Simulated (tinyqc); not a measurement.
Worked calculation (part 1 of 2): G0W0 on RHF in the sto-3g basis, for BH2+, spin multiplicity 1. Computed by tinyqc, a small Python program that keeps every step (integrals from PySCF). Settings: charge = 1, multiplicity = 1, basis = sto-3g, method = RHF, energy threshold = 1e-10, iteration cap = 84, orthogonalisation = canonical, start = atomic densities, DIIS depth = 6. Command: `OMP_NUM_THREADS=1 python tinyqc.py 21987 21988 out.jsonl` (the two numbers bound the seeds that draw the settings). One thread of a shared host (Intel(R) Xeon(R) Processor @ 2.60GHz), about 0.1 s of CPU time with the checks. The early iterations of the SCF are left out here.

## One-electron integrals

Geometry (angstrom):
```
atom         x          y         z
B     0.000000   0.000000  0.000000
H     0.000000   1.092000  0.365000
H     0.000000  -1.092000  0.365000
```

Basis sto-3g: exponents (1/bohr^2) and contraction coefficients of normalised primitives:
```
element  l (shell)   exponent  coefficient
B            s (1)  48.791113     0.154329
B            s (1)   8.887362     0.535328
B            s (1)   2.405267     0.444635
B            s (2)   2.236956    -0.099967
B            s (2)   0.519821     0.399513
B            s (2)   0.169062     0.700115
B            p (3)   2.236956     0.155916
B            p (3)   0.519821     0.607684
B            p (3)   0.169062     0.391957
H            s (1)   3.425251     0.154329
H            s (1)   0.623914     0.535328
H            s (1)   0.168855     0.444635
```

Overlap, kinetic and nuclear-attraction integrals over the contracted functions; the nuclear repulsion is the sum of Za Zb / Rab.

nuclear repulsion = 4.83830029 hartree

overlap S:
```
           1B 1s     1B 2s    1B 2px     1B 2py    1B 2pz     2H 1s      3H 1s
1B 1s   1.000000  0.269328  0.000000   0.000000  0.000000  0.072631   0.072631
1B 2s   0.269328  1.000000  0.000000   0.000000  0.000000  0.495968   0.495968
1B 2px  0.000000  0.000000  1.000000   0.000000  0.000000  0.000000   0.000000
1B 2py  0.000000  0.000000  0.000000   1.000000  0.000000  0.475062  -0.475062
1B 2pz  0.000000  0.000000  0.000000   0.000000  1.000000  0.158789   0.158789
2H 1s   0.072631  0.495968  0.000000   0.475062  0.158789  1.000000   0.087468
3H 1s   0.072631  0.495968  0.000000  -0.475062  0.158789  0.087468   1.000000
```

kinetic energy T (hartree):
```
            1B 1s      1B 2s    1B 2px     1B 2py    1B 2pz      2H 1s      3H 1s
1B 1s   10.826302  -0.047967  0.000000   0.000000  0.000000  -0.013581  -0.013581
1B 2s   -0.047967   0.359168  0.000000   0.000000  0.000000   0.098357   0.098357
1B 2px   0.000000   0.000000  1.123881   0.000000  0.000000   0.000000   0.000000
1B 2py   0.000000   0.000000  0.000000   1.123881  0.000000   0.236971  -0.236971
1B 2pz   0.000000   0.000000  0.000000   0.000000  1.123881   0.079207   0.079207
2H 1s   -0.013581   0.098357  0.000000   0.236971  0.079207   0.760032  -0.011384
3H 1s   -0.013581   0.098357  0.000000  -0.236971  0.079207  -0.011384   0.760032
```

nuclear attraction V (hartree):
```
             1B 1s      1B 2s     1B 2px     1B 2py     1B 2pz      2H 1s      3H 1s
1B 1s   -24.066589  -3.386928   0.000000   0.000000  -0.012585  -0.922822  -0.922822
1B 2s    -3.386928  -4.653061   0.000000   0.000000  -0.107079  -2.064950  -2.064950
1B 2px    0.000000   0.000000  -4.537410   0.000000   0.000000   0.000000   0.000000
1B 2py    0.000000   0.000000   0.000000  -4.768396   0.000000  -1.878545   1.878545
1B 2pz   -0.012585  -0.107079   0.000000   0.000000  -4.563216  -0.647626  -0.647626
2H 1s    -0.922822  -2.064950   0.000000  -1.878545  -0.647626  -3.728002  -0.372284
3H 1s    -0.922822  -2.064950   0.000000   1.878545  -0.647626  -0.372284  -3.728002
```

core Hamiltonian H = T + V (hartree):
```
             1B 1s      1B 2s     1B 2px     1B 2py     1B 2pz      2H 1s      3H 1s
1B 1s   -13.240287  -3.434896   0.000000   0.000000  -0.012585  -0.936403  -0.936403
1B 2s    -3.434896  -4.293893   0.000000   0.000000  -0.107079  -1.966594  -1.966594
1B 2px    0.000000   0.000000  -3.413529   0.000000   0.000000   0.000000   0.000000
1B 2py    0.000000   0.000000   0.000000  -3.644516   0.000000  -1.641574   1.641574
1B 2pz   -0.012585  -0.107079   0.000000   0.000000  -3.439336  -0.568419  -0.568419
2H 1s    -0.936403  -1.966594   0.000000  -1.641574  -0.568419  -2.967970  -0.383667
3H 1s    -0.936403  -1.966594   0.000000   1.641574  -0.568419  -0.383667  -2.967970
```

## Two-electron integrals

Functions are numbered as in S; the eight-fold symmetry (ij|kl) = (ji|kl) = (kl|ij) leaves the list below.

Two-electron integrals (ij|kl) in chemists' order, unique and non-zero (hartree):
```
(11|11) 2.923513    (21|11) 0.518376    (21|21) 0.109262    (22|11) 0.744229
(22|21) 0.193177    (22|22) 0.544804    (31|31) 0.020264    (32|31) 0.029996
(32|32) 0.120346    (33|11) 0.742491    (33|21) 0.193240    (33|22) 0.544682
(33|33) 0.586773    (41|41) 0.020264    (42|41) 0.029996    (42|42) 0.120346
(43|43) 0.031630    (44|11) 0.742491    (44|21) 0.193240    (44|22) 0.544682
(44|33) 0.523513    (44|44) 0.586773    (51|51) 0.020264    (52|51) 0.029996
(52|52) 0.120346    (53|53) 0.031630    (54|54) 0.031630    (55|11) 0.742491
(55|21) 0.193240    (55|22) 0.544682    (55|33) 0.523513    (55|44) 0.523513
(55|55) 0.586773    (61|11) 0.139805    (61|21) 0.029341    (61|22) 0.051954
(61|33) 0.051697    (61|41) 0.002055    (61|42) 0.003741    (61|44) 0.052417
(61|51) 0.000687    (61|52) 0.001250    (61|54) 0.000241    (61|55) 0.051778
(61|61) 0.008137    (62|11) 0.302450    (62|21) 0.079530    (62|22) 0.242684
(62|33) 0.236102    (62|41) 0.008323    (62|42) 0.048234    (62|44) 0.253669
(62|51) 0.002782    (62|52) 0.016122    (62|54) 0.005872    (62|55) 0.238064
(62|61) 0.022745    (62|62) 0.142532    (63|31) 0.008424    (63|32) 0.038100
(63|43) 0.009306    (63|53) 0.003111    (63|63) 0.016859    (64|11) 0.256554
(64|21) 0.068417    (64|22) 0.220357    (64|33) 0.208583    (64|41) 0.014689
(64|42) 0.078558    (64|44) 0.242020    (64|51) 0.002094    (64|52) 0.013523
(64|54) 0.008066    (64|55) 0.210240    (64|61) 0.020648    (64|62) 0.152045
(64|64) 0.175747    (65|11) 0.085753    (65|21) 0.022868    (65|22) 0.073654
(65|33) 0.069719    (65|41) 0.002094    (65|42) 0.013523    (65|44) 0.074674
(65|51) 0.009124    (65|52) 0.042621    (65|54) 0.010962    (65|55) 0.076493
(65|61) 0.006902    (65|62) 0.050821    (65|64) 0.053108    (65|65) 0.034610
(66|11) 0.451006    (66|21) 0.120856    (66|22) 0.414034    (66|33) 0.389174
(66|41) 0.016460    (66|42) 0.122791    (66|44) 0.455894    (66|51) 0.005502
(66|52) 0.041043    (66|54) 0.022301    (66|55) 0.396628    (66|61) 0.035414
(66|62) 0.300661    (66|64) 0.350404    (66|65) 0.117122    (66|66) 0.774606
(71|11) 0.139805    (71|21) 0.029341    (71|22) 0.051954    (71|33) 0.051697
(71|41) -0.002055   (71|42) -0.003741   (71|44) 0.052417    (71|51) 0.000687
(71|52) 0.001250    (71|54) -0.000241   (71|55) 0.051778    (71|61) 0.007691
(71|62) 0.020474    (71|64) 0.016723    (71|65) 0.006219    (71|66) 0.030707
(71|71) 0.008137    (72|11) 0.302450    (72|21) 0.079530    (72|22) 0.242684
(72|33) 0.236102    (72|41) -0.008323   (72|42) -0.048234   (72|44) 0.253669
(72|51) 0.002782    (72|52) 0.016122    (72|54) -0.005872   (72|55) 0.238064
(72|61) 0.020474    (72|62) 0.093373    (72|64) 0.073594    (72|65) 0.032401
(72|66) 0.150373    (72|71) 0.022745    (72|72) 0.142532    (73|31) 0.008424
(73|32) 0.038100    (73|43) -0.009306   (73|53) 0.003111    (73|63) 0.009967
(73|73) 0.016859    (74|11) -0.256554   (74|21) -0.068417   (74|22) -0.220357
(74|33) -0.208583   (74|41) 0.014689    (74|42) 0.078558    (74|44) -0.242020
(74|51) -0.002094   (74|52) -0.013523   (74|54) 0.008066    (74|55) -0.210240
(74|61) -0.016723   (74|62) -0.073594   (74|64) -0.049743   (74|65) -0.025053
(74|66) -0.111819   (74|71) -0.020648   (74|72) -0.152045   (74|74) 0.175747
(75|11) 0.085753    (75|21) 0.022868    (75|22) 0.073654    (75|33) 0.069719
(75|41) -0.002094   (75|42) -0.013523   (75|44) 0.074674    (75|51) 0.009124
(75|52) 0.042621    (75|54) -0.010962   (75|55) 0.076493    (75|61) 0.006219
(75|62) 0.032401    (75|64) 0.025053    (75|65) 0.020957    (75|66) 0.054714
(75|71) 0.006902    (75|72) 0.050821    (75|74) -0.053108   (75|75) 0.034610
(76|11) 0.055672    (76|21) 0.014545    (76|22) 0.043609    (76|33) 0.042685
(76|44) 0.044515    (76|51) 0.000907    (76|52) 0.005042    (76|55) 0.043592
(76|61) 0.003962    (76|62) 0.021019    (76|64) 0.019634    (76|65) 0.008205
(76|66) 0.039062    (76|71) 0.003962    (76|72) 0.021019    (76|74) -0.019634
(76|75) 0.008205    (76|76) 0.003836    (77|11) 0.451006    (77|21) 0.120856
(77|22) 0.414034    (77|33) 0.389174    (77|41) -0.016460   (77|42) -0.122791
(77|44) 0.455894    (77|51) 0.005502    (77|52) 0.041043    (77|54) -0.022301
(77|55) 0.396628    (77|61) 0.030707    (77|62) 0.150373    (77|64) 0.111819
(77|65) 0.054714    (77|66) 0.241890    (77|71) 0.035414    (77|72) 0.300661
(77|74) -0.350404   (77|75) 0.117122    (77|76) 0.039062    (77|77) 0.774606
```

## Orthogonalisation

S = U s U^T; canonical form X = U s^(-1/2), so that X^T S X = 1. Each column of U has its largest component positive (the first on a tie).

eigenvalues of S: 0.283005  0.285584  0.890797  1.000000  1.054753  1.629527  1.856334

X:
```
                1          2          3         4          5          6         7
1B 1s    0.000000  -0.322929   0.816416  0.000000  -0.528633   0.000000  0.209811
1B 2s    0.000000   1.323374  -0.224819  0.000000  -0.179537   0.000000  0.476129
1B 2px   0.000000   0.000000   0.000000  1.000000   0.000000   0.000000  0.000000
1B 2py   1.285298   0.000000   0.000000  0.000000   0.000000   0.571637  0.000000
1B 2pz   0.000000   0.384715   0.572674  0.000000   0.775043   0.000000  0.131311
2H 1s   -0.969928  -0.865444  -0.196921  0.000000   0.133623   0.378752  0.354072
3H 1s    0.969928  -0.865444  -0.196921  0.000000   0.133623  -0.378752  0.354072
```

## Iteration 7 (converged): orbitals

converged F (hartree):
```
            1B 1s      1B 2s     1B 2px     1B 2py     1B 2pz      2H 1s      3H 1s
1B 1s   -7.955847  -2.311125   0.000000   0.000000   0.006284  -0.635616  -0.635616
1B 2s   -2.311125  -1.481812   0.000000   0.000000  -0.095716  -0.795131  -0.795131
1B 2px   0.000000   0.000000  -0.186428   0.000000   0.000000   0.000000   0.000000
1B 2py   0.000000   0.000000   0.000000  -0.725596   0.000000  -0.565194   0.565194
1B 2pz   0.006284  -0.095716   0.000000   0.000000  -0.220502  -0.163187  -0.163187
2H 1s   -0.635616  -0.795131   0.000000  -0.565194  -0.163187  -0.771526  -0.167436
3H 1s   -0.635616  -0.795131   0.000000   0.565194  -0.163187  -0.167436  -0.771526
```

Diagonalise F' = X^T F X, C = X C', fill 3 alpha and 3 beta electrons from the bottom; D = 2 C_occ C_occ^T. Each column has its largest component positive (the first on a tie).

F' = X^T F X (hartree):
```
           1          2          3          4          5          6          7
1   0.483100   0.000000   0.000000   0.000000   0.000000  -0.012816   0.000000
2   0.000000   0.161793   0.550382   0.000000  -0.319151   0.000000   0.128343
3   0.000000   0.550382  -4.302413   0.000000   3.163410   0.000000  -1.998017
4   0.000000   0.000000   0.000000  -0.186428   0.000000   0.000000   0.000000
5   0.000000  -0.319151   3.163410   0.000000  -2.665949   0.000000   1.640998
6  -0.012816   0.000000   0.000000   0.000000   0.000000  -0.899896   0.000000
7   0.000000   0.128343  -1.998017   0.000000   1.640998   0.000000  -2.154157
```

orbital energies (hartree): MO1 -7.960415, MO2 -1.017778, MO3 -0.900015, MO4 -0.222660, MO5 -0.186428, MO6 0.240128, MO7 0.483219

coefficients C:
```
              MO1        MO2        MO3        MO4       MO5        MO6        MO7
1B 1s    0.992159  -0.239397   0.000000   0.098981  0.000000  -0.206892   0.000000
1B 2s    0.030849   0.643318   0.000000  -0.432039  0.000000   1.208026   0.000000
1B 2px   0.000000   0.000000   0.000000   0.000000  1.000000   0.000000   0.000000
1B 2py   0.000000   0.000000   0.583521   0.000000  0.000000   0.000000   1.279946
1B 2pz   0.001105   0.080354   0.000000   0.898169  0.000000   0.529841   0.000000
2H 1s   -0.005376   0.312458   0.369749   0.171764  0.000000  -0.896567  -0.973396
3H 1s   -0.005376   0.312458  -0.369749   0.171764  0.000000  -0.896567   0.973396
```

D after iteration 7:
```
            1B 1s      1B 2s    1B 2px     1B 2py     1B 2pz      2H 1s      3H 1s
1B 1s    2.083381  -0.246802  0.000000   0.000000  -0.036280  -0.160270  -0.160270
1B 2s   -0.246802   0.829618  0.000000   0.000000   0.103454   0.401688   0.401688
1B 2px   0.000000   0.000000  0.000000   0.000000   0.000000   0.000000   0.000000
1B 2py   0.000000   0.000000  0.000000   0.680994   0.000000   0.431513  -0.431513
1B 2pz  -0.036280   0.103454  0.000000   0.000000   0.012916   0.050203   0.050203
2H 1s   -0.160270   0.401688  0.000000   0.431513   0.050203   0.468746  -0.078110
3H 1s   -0.160270   0.401688  0.000000  -0.431513   0.050203  -0.078110   0.468746
```

## Convergence

Stop when the energy changes by less than 1e-10 hartree and every element of the error matrix X^T (F D S - S D F) X is below 3e-06.

Course of the cycle:
```
iteration   E (hartree)     change  largest element of the error matrix
1          -22.70127807          -                             7.07e-01
2          -25.14413306  -2.44e+00                             8.82e-02
3          -25.15343751  -9.30e-03                             2.35e-02
4          -25.15417432  -7.37e-04                             2.01e-03
5          -25.15418472  -1.04e-05                             3.76e-04
6          -25.15418494  -2.26e-07                             6.48e-06
7          -25.15418494  -3.91e-11                             5.79e-08
```

PySCF RHF in the same basis = -25.15418494 hartree

Converged in 7 iterations.

## Integrals over molecular orbitals

(pq|rs) = sum C_ip C_jq C_kr C_ls (ij|kl), one index at a time.

one-electron integrals over orbitals h = C^T H C (hartree):
```
            1          2          3          4          5          6          7
1  -13.226760   0.294982   0.000000  -0.135362   0.000000   0.222533   0.000000
2    0.294982  -3.523228   0.000000   0.050360   0.000000  -0.459131   0.000000
3    0.000000   0.000000  -3.364288   0.000000   0.000000   0.000000  -0.550717
4   -0.135362   0.050360   0.000000  -3.359559   0.000000  -0.194891   0.000000
5    0.000000   0.000000   0.000000   0.000000  -3.413529   0.000000   0.000000
6    0.222533  -0.459131   0.000000  -0.194891   0.000000  -2.698934   0.000000
7    0.000000   0.000000  -0.550717   0.000000   0.000000   0.000000  -2.687014
```

Two-electron integrals over orbitals (pq|rs), unique and non-zero (hartree):
```
(11|11) 2.890902    (21|11) -0.261092   (21|21) 0.037309    (22|11) 0.629024
(22|21) -0.008971   (22|22) 0.478234    (31|31) 0.009473    (32|31) 0.016712
(32|32) 0.151665    (33|11) 0.582088    (33|21) -0.004103   (33|22) 0.479071
(33|33) 0.503094    (41|11) 0.106736    (41|21) -0.013250   (41|22) 0.010822
(41|33) 0.005280    (41|41) 0.024273    (42|11) -0.048499   (42|21) 0.005180
(42|22) 0.020959    (42|33) 0.014416    (42|41) 0.017349    (42|42) 0.071118
(43|31) -0.001604   (43|32) 0.016404    (43|43) 0.026106    (44|11) 0.724221
(44|21) -0.011671   (44|22) 0.459235    (44|33) 0.445742    (44|41) -0.010963
(44|42) -0.060347   (44|44) 0.592860    (51|51) 0.021694    (52|51) 0.022127
(52|52) 0.075596    (53|53) 0.020686    (54|51) -0.008984   (54|52) -0.023961
(54|54) 0.038378    (55|11) 0.742005    (55|21) -0.009946   (55|22) 0.477526
(55|33) 0.453007    (55|41) 0.003653    (55|42) -0.024117   (55|44) 0.516676
(55|55) 0.586773    (61|11) -0.216763   (61|21) 0.032585    (61|22) -0.004455
(61|33) -0.002446   (61|41) -0.003842   (61|42) 0.011172    (61|44) -0.013336
(61|55) -0.005788   (61|61) 0.031667    (62|11) 0.188930    (62|21) -0.007704
(62|22) 0.035376    (62|33) 0.000985    (62|41) 0.010709    (62|42) 0.000333
(62|44) 0.069179    (62|55) 0.093222    (62|61) -0.002348   (62|62) 0.086086
(63|31) -0.000328   (63|32) -0.076511   (63|43) -0.017795   (63|63) 0.080094
(64|11) 0.059896    (64|21) 0.000764    (64|22) 0.022223    (64|33) 0.004676
(64|41) 0.011287    (64|42) 0.025291    (64|44) 0.016849    (64|55) 0.025463
(64|61) 0.005595    (64|62) 0.041293    (64|64) 0.033873    (65|51) 0.018768
(65|52) 0.056100    (65|54) -0.011377   (65|65) 0.048780    (66|11) 0.605075
(66|21) -0.007660   (66|22) 0.480831    (66|33) 0.482549    (66|41) 0.019471
(66|42) 0.052994    (66|44) 0.425158    (66|55) 0.454325    (66|61) 0.000532
(66|62) 0.013959    (66|64) 0.025373    (66|66) 0.526099    (71|31) 0.015260
(71|32) 0.023152    (71|43) -0.003207   (71|63) 0.000318    (71|71) 0.024821
(72|31) 0.007393    (72|32) -0.019736   (72|43) -0.024159   (72|63) 0.051971
(72|71) 0.011495    (72|72) 0.052951    (73|11) 0.221021    (73|21) -0.006894
(73|22) 0.038795    (73|33) 0.026609    (73|41) -0.001453   (73|42) -0.040867
(73|44) 0.103525    (73|55) 0.102067    (73|61) -0.006567   (73|62) 0.071791
(73|64) 0.021220    (73|66) -0.007151   (73|73) 0.103076    (74|31) -0.007653
(74|32) -0.057422   (74|43) 0.011298    (74|63) 0.031958    (74|71) -0.011587
(74|72) 0.001895    (74|74) 0.042745    (75|53) 0.016899    (75|75) 0.018501
(76|31) 0.011777    (76|32) 0.127975    (76|43) 0.025728    (76|63) -0.088784
(76|71) 0.016357    (76|72) -0.044892   (76|74) -0.047775   (76|76) 0.135859
(77|11) 0.686419    (77|21) -0.010691   (77|22) 0.482959    (77|33) 0.506163
(77|41) 0.002727    (77|42) -0.001447   (77|44) 0.478568    (77|55) 0.474756
(77|61) -0.009098   (77|62) 0.003422    (77|64) -0.001451   (77|66) 0.496369
(77|73) 0.036334    (77|77) 0.541354
```
